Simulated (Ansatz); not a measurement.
Run this with Ansatz 0.2.0, Python API and show what comes out.

The script, `c3h5cl.py`:
```python
"""Energy of C3H5Cl as one group turns about a bond."""

import ansatz as az
from ase import Atoms


def main() -> None:
    atoms = Atoms(["C", "C", "C", "Cl", "H", "H", "H", "H", "H"], positions=[
        (-0.2533, 1.2795, -0.4336),
        (0.3483, 0.1535, -0.3853),
        (0.0349, -0.9239, 0.5941),
        (-0.34, -2.3949, -0.2493),
        (-0.0397, 2.0593, -1.2123),
        (-1.111, 1.5817, 0.2359),
        (1.1808, -0.032, -1.091),
        (-0.7005, -0.639, 1.2895),
        (0.9689, -1.1304, 1.235),
    ])

    # relax first, so that the scan starts from a minimum
    first = az.Crystal.molecule_from_ase(atoms).calculation()
    first = first.basis(gaussian="6-31G*").functional("pbe0")
    first = first.relax(force_tolerance=0.02, max_steps=80)
    atoms.positions = first.run(threads=1).report["positions_ang"]

    start = atoms.get_dihedral(0, 1, 2, 3)
    energies = {}
    for turn in range(0, 360, 40):
        turned = atoms.copy()
        turned.set_dihedral(0, 1, 2, 3, start + turn, indices=[2, 3, 7, 8])
        calculation = (
            az.Crystal.molecule_from_ase(turned).calculation()
            .basis(gaussian="6-31G*")
            .correlation("MP2")
        )
        energies[round((start + turn) % 360)] = calculation.run(threads=1).report["free_energy_ev"]
    floor = min(energies.values())
    print("dihedral C0-C1-C2-Cl3 (deg)   E - E(min) (kJ/mol)")
    for angle, e in sorted(energies.items()):
        print(f"{angle:8d} {96.485332 * (e - floor):14.3f}  " + "#" * int(30 * (e - floor) / max(max(energies.values()) - floor, 1e-9)))


if __name__ == "__main__":
    main()
```

Output of `python c3h5cl.py`:
```text
dihedral C0-C1-C2-Cl3 (deg)   E - E(min) (kJ/mol)
      39         11.592  ############################
      79          8.322  ####################
     119          0.000
     159          8.567  ####################
     199         10.026  ########################
     239          0.710  #
     279          7.432  ##################
     319         12.278  ##############################
     359          9.861  ########################
```

What to keep in mind:
- The scan is rigid and the energies are electronic, in a modest basis. With rigid groups the curve can differ much from the relaxed path, the start wasn't checked as a minimum of this torsion, and equivalent turns needn't return to the same energy.
- The start is relaxed with a density functional and scanned with the wavefunction method, so it isn't exactly that method's minimum.
- Finished in 37 s on 1 thread of Arm Neoverse V1 (shared host), peak memory 0.22 GiB.

(Lines on the test bed's own set-up are left out of the output.)
